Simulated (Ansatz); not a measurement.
# CH7NSi: up Jacob's ladder to CCSD(T)

How much do the methods differ for CH7NSi? The plan is to run it at one geometry with functionals of several rungs and with coupled cluster, and see how far each lands from CCSD(T) at the basis-set limit for the atomisation energy.

The runs use Ansatz 0.2.0, Gaussian basis; functionals in def2-TZVPP, the program's frozen cores in correlated methods.

Levels to be run: LDA (SPW92), PBE-D4, revPBE-D4, BLYP-D4, r2SCAN-D4, B97M-V, PBE0-D4, B3LYP-D4, r2SCANh-D4, r2SCAN0-D4, HSE06-D4, BHLYP-D4, CAM-B3LYP-D4, LC-ωPBE, ωB97X-V, ωB97M-V, B2PLYP, PBE-QIDH; CCSD(T)/def2-SVP; CCSD(T)/def2-TZVPP; CCSD(T)/def2-QZVPP; extrapolation to the limit; RPA on PBE.

## 1. The geometry

An earlier PBE0-D4 in a triple-zeta def2 set relaxation fixed the geometry.

SMILES `C[SiH2]N`, 10 atoms, charge 0, spin multiplicity 1.

Atoms are counted from 1 here; the program's logs count them from 0.

Bond lengths: C1–Si2 1.871 Å, C1–H4 1.094 Å, C1–H5 1.093 Å, C1–H6 1.093 Å, Si2–N3 1.720 Å, Si2–H7 1.489 Å, Si2–H8 1.489 Å, N3–H9 1.007 Å, N3–H10 1.007 Å. Angles: Si2–C1–H4 110.5°, Si2–C1–H5 111.2°, Si2–C1–H6 111.2°, H4–C1–H5 107.9°, H4–C1–H6 107.9°, H5–C1–H6 108.0°, C1–Si2–N3 116.4°, C1–Si2–H7 108.4°, C1–Si2–H8 108.4°, N3–Si2–H7 106.9°, N3–Si2–H8 106.9°, H7–Si2–H8 109.8°, Si2–N3–H9 120.7°, Si2–N3–H10 120.7°, H9–N3–H10 111.1°.

## 2. LDA

This LDA is Slater exchange with PW92 correlation.

Contents of in.yaml:

```yaml
crystal:
  periodic: [false, false, false]
  atoms:
    - {symbol: C, position_ang: [-1.164036, 0.523693, -0.550479]}
    - {symbol: Si, position_ang: [0.201262, -0.665157, -0.076718]}
    - {symbol: N, position_ang: [1.478051, -0.020913, 0.879671]}
    - {symbol: H, position_ang: [-1.921775, 0.016263, -1.154969]}
    - {symbol: H, position_ang: [-0.773154, 1.361008, -1.134476]}
    - {symbol: H, position_ang: [-1.657858, 0.930922, 0.335654]}
    - {symbol: H, position_ang: [0.818482, -1.192399, -1.324873]}
    - {symbol: H, position_ang: [-0.399190, -1.784167, 0.700508]}
    - {symbol: H, position_ang: [2.165163, 0.592997, 0.474429]}
    - {symbol: H, position_ang: [1.336154, 0.186654, 1.854353]}
basis:
  gaussian: {orbitals: def2-TZVPP}
hamiltonian: {xc: lda}
output: {orbitals: {seedname: orbitals}}
```

Started as:

```bash
> ansatz run in.yaml --threads 2 --pin off --events-out ev --progress --plain --max-ram 32768MiB --backend cpu
```

The runs that follow: PBE-D4 (GGA); revPBE-D4 (GGA); BLYP-D4 (GGA); r2SCAN-D4 (meta-GGA); B97M-V (meta-GGA); PBE0-D4 (hybrid); B3LYP-D4 (hybrid); r2SCANh-D4 (hybrid); r2SCAN0-D4 (hybrid); HSE06-D4 (hybrid); BHLYP-D4 (hybrid); CAM-B3LYP-D4 (range-separated); LC-ωPBE (range-separated); ωB97X-V (range-separated); ωB97M-V (range-separated); B2PLYP (double hybrid); PBE-QIDH (double hybrid); CCSD(T) in def2-SVP; CCSD(T) in def2-TZVPP; CCSD(T) in def2-QZVPP; RPA on PBE orbitals.

**Question.** What will the summary of the whole plan be? Wanted: atomisation energy, CCSD(T)/CBS; farthest beyond LDA; mean size of error, GGA; mean size of error, meta-GGA; mean size of error, hybrid; mean size of error, range-separated; mean size of error, double hybrid; gap, smallest and largest; T1 diagnostic.

As calculated:

| quantity | value |
| --- | --- |
| atomisation energy, CCSD(T)/CBS | 3447.0 kJ/mol |
| functionals within 17.2 kJ/mol (0.5 %) | PBE-D4, BLYP-D4, r2SCAN-D4, B97M-V, B3LYP-D4, ωB97X-V, ωB97M-V |
| farthest beyond LDA | BHLYP-D4 (-60.1 kJ/mol) |
| mean size of error, GGA | 26.1 kJ/mol |
| mean size of error, meta-GGA | 8.4 kJ/mol |
| mean size of error, hybrid | 30.7 kJ/mol |
| mean size of error, range-separated | 18.1 kJ/mol |
| mean size of error, double hybrid | 38.4 kJ/mol |
| gap, smallest and largest | 5.56 eV (BLYP-D4), 12.79 eV (LC-ωPBE) |
| T1 diagnostic | 0.0093 |
| triples share of the correlation energy | 3.4 % |

What this shows: The LDA atomisation energy is off by 401.4 kJ/mol (12 %): it overbinds. PBE-D4 misses by +11.1 kJ/mol. Double hybrids carry the basis error of their MP2 part in triple zeta, and no dispersion term here, so their miss is partly the set-up's. Taken by rung, meta-GGA functionals do best (8.4 kJ/mol on average) and double hybrid ones worst beyond LDA (38.4 kJ/mol). Misses under about 17.2 kJ/mol are within the doubt on the reference itself, which lacks core-valence correlation, relativity and higher excitations. Hartree-Fock recovers 74 % of the binding; the rest is correlation. CCSD(T) in def2-SVP is off by -227.0 kJ/mol, so the small basis spoils what the method gains. The gap grows from 5.6 to 12.8 eV across the functionals, mostly with the share of exact exchange.
